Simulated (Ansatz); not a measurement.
# H6NPSi: the cost of one run

The runs use Ansatz 0.2.0, Gaussian basis; unrestricted cation, the program's frozen cores in correlated methods.

Levels to be run: UKS PBE-D4/def2-TZVPP; UKS r2SCAN-D4/def2-TZVPP; UKS PBE0-D4/def2-TZVPP; UKS B3LYP-D4/def2-TZVPP; UKS wB97X-V/def2-TZVPP; UKS wB97M-V/def2-TZVPP; UKS B2PLYP/def2-TZVPP; UHF-MP2/def2-TZVPP; UHF-MP2/def2-QZVPP; then −ε(HOMO) from the neutral's earlier runs with LDA (SPW92), PBE-D4, revPBE-D4, BLYP-D4, r2SCAN-D4, B97M-V, PBE0-D4, B3LYP-D4, r2SCANh-D4, r2SCAN0-D4, HSE06-D4, BHLYP-D4, CAM-B3LYP-D4, LC-ωPBE, ωB97X-V, ωB97M-V.

1 further run of the same task is left out (it didn't finish).

### Step 1. The geometry

All runs share one geometry, relaxed beforehand with PBE0-D4 in a triple-zeta def2 set.

SMILES `[SiH3]NP`, 9 atoms, charge 0, spin multiplicity 1.

Atoms are counted from 1 here; the program's logs count them from 0.

Bond lengths: Si1–N2 1.726 Å, Si1–H4 1.488 Å, Si1–H5 1.486 Å, Si1–H6 1.488 Å, N2–P3 1.705 Å, N2–H7 1.006 Å, P3–H8 1.426 Å, P3–H9 1.426 Å. Angles: N2–Si1–H4 110.7°, N2–Si1–H5 108.0°, N2–Si1–H6 110.7°, H4–Si1–H5 109.9°, H4–Si1–H6 107.6°, H5–Si1–H6 109.9°, Si1–N2–P3 126.5°, Si1–N2–H7 119.7°, P3–N2–H7 113.8°, N2–P3–H8 100.3°, N2–P3–H9 100.3°, H8–P3–H9 92.2°.

### Step 2. Cation, UKS PBE-D4/def2-TZVPP

in.yaml reads:

```yaml
crystal:
  periodic: [false, false, false]
  atoms:
    - {symbol: Si, position_ang: [-0.450443, 0.661717, -0.852093]}
    - {symbol: N, position_ang: [0.867133, -0.083656, -0.022800]}
    - {symbol: P, position_ang: [0.765045, -1.074877, 1.360512]}
    - {symbol: H, position_ang: [-1.408162, -0.363213, -1.347663]}
    - {symbol: H, position_ang: [0.104194, 1.431033, -1.996662]}
    - {symbol: H, position_ang: [-1.196980, 1.573340, 0.056316]}
    - {symbol: H, position_ang: [1.806952, 0.056301, -0.353641]}
    - {symbol: H, position_ang: [-0.287848, -1.952614, 0.968869]}
    - {symbol: H, position_ang: [-0.111392, -0.294431, 2.170060]}
basis:
  gaussian: {orbitals: def2-TZVPP}
total_charge: 1
magnetization: {spin_polarized: true, initial_magnetization: 1}
hamiltonian: {xc: pbe, dispersion: d4}
```

On the command line:

```bash
$ ansatz run in.yaml --threads 2 --pin off --events-out ev --progress --plain --max-ram 4352MiB
```

**Question.** How long does this run take on 2 threads of Arm Neoverse V1, shared host, and how much memory does it need?

About 20 s, with a peak of 0.48 GiB.
